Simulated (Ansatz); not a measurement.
**Reading a saddle point**

A first-order saddle point of AlH₂ClO, closed shell, PBE0-D4/def2-TZVP, with one imaginary mode of 1001i cm⁻¹:

```csv
atom,x (Å),y (Å),z (Å)
Al1,0.6557,0.3330,0.4697
Cl2,0.2743,-1.5090,-1.2391
H3,1.5205,-0.8769,-0.3596
O4,-0.8016,1.1249,0.7638
H5,-1.6490,0.9279,0.3650
```

Computed with Ansatz 0.2.0 (basis: def2-TZVPP and def2-QZVPP); correlated methods freeze the cores. Extrapolation: Hartree–Fock as exp(−7.88 √X), correlation as X^−2.97.

(1) Which contacts change along the imaginary mode, and what lies on either side? (Judge from chemistry; the calculation decides.)

(2) Which side is lower, and how far does the saddle lie above each? (Judge from chemistry; the value comes from the calculation.)

T1 diagnostic: at most 0.018. The restricted Hartree–Fock reference is unstable towards an unrestricted one at one or more of these structures.

## Answers

(1) By the calculation: The step is AlH₂ClO ([OH][AlH][Cl]) → AlHO ([OH][Al]) + HCl, with the molecules in contact on both sides. Shortening one way: Cl2–H3; lengthening the same way: Al1–Cl2, Al1–H3.
```
   pair  one side (Å)  saddle (Å)  other side (Å)
 Cl2–H3          3.19        1.65            1.30
Al1–Cl2          2.10        2.54            3.91
 Al1–H3          1.56        1.70            2.61
```

(2) By the calculation: The side with Al1–Cl2, Al1–H3 short is lower by 221.2 kJ/mol; the saddle lies 306.5 kJ/mol above it and 85.3 kJ/mol above the other (CCSD(T) at an estimated basis limit (MP2 extrapolated from triple and quadruple zeta, plus CCSD(T) − MP2 in triple zeta); electronic energies).

Labels in which every atom is bracketed show which atoms are joined, not bond orders.

For scale, one of the runs: CCSD(T)/def2-TZVPP, 143 basis functions, launched by `ansatz run in.yaml --threads 2 --pin off --events-out ev --progress --plain --max-ram 4352MiB`. Hardware: 2 CPU threads of an Arm Neoverse V2, shared host. Wall time 8.5 s; peak host memory 0.77 GiB.
